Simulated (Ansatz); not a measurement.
## An input for doublet CH2BN+

The species is CH2BN+ (5 atoms), meant as a doublet with charge +1. SMILES of the parent species: `BC#N`. The shape was relaxed beforehand at B3LYP/def2-SVP.

```xyz
5

B    -0.1836    0.3709   -0.2905
C     0.3721   -0.7344    0.5182
N     0.8190   -1.6252    1.1703
H    -0.7672    0.3203   -1.3924
H    -0.1905    1.5948   -0.0469
```

Settings wanted:

* basis set: def2-TZVPP
* task: energy
* method: MP2
* dispersion: none
* reference: UHF
* accuracy: medium
* frozen core orbitals: 3
* start density: atoms

Question: Give an Ansatz 0.2.0 job that does this.

Answer: This one ran through:

in.yaml:
```yaml
crystal:
  periodic: [false, false, false]
  atoms:
    - {symbol: B, position_ang: [-0.183630, 0.370883, -0.290472]}
    - {symbol: C, position_ang: [0.372129, -0.734417, 0.518217]}
    - {symbol: "N", position_ang: [0.819044, -1.625196, 1.170267]}
    - {symbol: H, position_ang: [-0.767210, 0.320294, -1.392445]}
    - {symbol: H, position_ang: [-0.190533, 1.594836, -0.046866]}
basis:
  gaussian:
    orbitals: def2-TZVPP
total_charge: 1
magnetization:
  spin_polarized: true
  initial_magnetization: 1
correlation:
  method: mp2
  frozen_orbitals: {B: 1, C: 1, H: 0, "N": 1}
```

```bash
$ ansatz run in.yaml --threads 1 --pin off --max-ram 3480MiB --events-out events.jsonl --progress --plain --runs-dir runs
```

Calculated total energy: -118.12373 Eh. The reference is spin-contaminated (⟨S²⟩ = 0.92).
